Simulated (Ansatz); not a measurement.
BFH2N, SMILES `N[B]F` radical. The species carries charge 0 and has multiplicity 2. All single points use the PBE0-D4/def2-TZVP geometry. It is one conformer, not always the lowest.

```xyz
5

N    -0.487    0.204    0.022
B     0.764    0.001   -0.535
F     1.679   -0.771    0.030
H    -1.180    0.789   -0.408
H    -0.776   -0.223    0.891
```

(1) What is the dipole moment at B3LYP/def2-TZVPP? (Best estimate.)

(2) And with PBE, r2SCAN, ωB97M-V? (An estimate is asked.)

(3) Give the Mulliken charges with B3LYP, PBE, r2SCAN in def2-TZVPP. (Estimate.)

## Answers

(1) Ansatz gave: 2.49 D, with components (-2.31, 0.56, 0.74) D in this frame, pointing from negative to positive charge.

(2) Computed: PBE 2.49 D, r2SCAN 2.50 D, ωB97M-V 2.50 D.

(3) The calculation gave: 
| atom | B3LYP | PBE | r2SCAN |
| --- | --- | --- | --- |
| N1 | -0.24 | -0.23 | -0.29 |
| B2 | 0.14 | 0.08 | 0.19 |
| F3 | -0.24 | -0.20 | -0.26 |
| H4 | 0.18 | 0.19 | 0.19 |
| H5 | 0.15 | 0.16 | 0.17 |

B3LYP here is the variant with VWN-RPA as its local correlation; programs differ in this.
